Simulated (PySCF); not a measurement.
## XPS shifts beside NMR shieldings

C₄H₈.
Bonds: C1–C2 (double), C2–C3, C2–C4. Hydrogens: H5, H6 on C1; H7, H8, H9 on C3; H10, H11, H12 on C4.

Binding energies: delta-SCF UKS SCAN, pcX-2 on the ionised atom, pcseg-1 elsewhere, spin-free X2C in PySCF 2.14.0. Shieldings: GIAO HF/pcSseg-2, non-relativistic, same geometry.

| atom | isotropic shielding (ppm) |
| --- | --- |
| C1 | 73.4 |
| C2 | 34.6 |
| C3 | 166.7 |

**Question.** What are the C 1s binding energies of these atoms?

**Answer.** 
| atom | environment | C 1s (eV) | isotropic shielding (ppm) |
| --- | --- | --- | --- |
| C1 | terminal =CH2 carbon | 289.73 | 73.4 |
| C2 | fully substituted alkene carbon | 290.57 | 34.6 |
| C3 | allylic carbon | 290.72 | 166.7 |

**Question.** Among the listed atoms, is the one with the highest binding energy also the least shielded?

**Answer.** No. The highest binding energy is at C3 (290.72 eV, shielding 166.7 ppm), the lowest shielding at C2 (34.6 ppm, 290.57 eV).

By binding energy: C1 < C2 < C3. By shielding: C2 < C1 < C3.

Of atoms equivalent by bonding only the ionised one is listed; its partners' own values can differ in this conformer. Spin contamination (⟨S²⟩ against 0.75 for a pure doublet) is marked for C 1s of C2 (0.87), which makes this value less certain. Isolated species at its PBE0-D3(BJ)/def2-SVP geometry, gas phase.
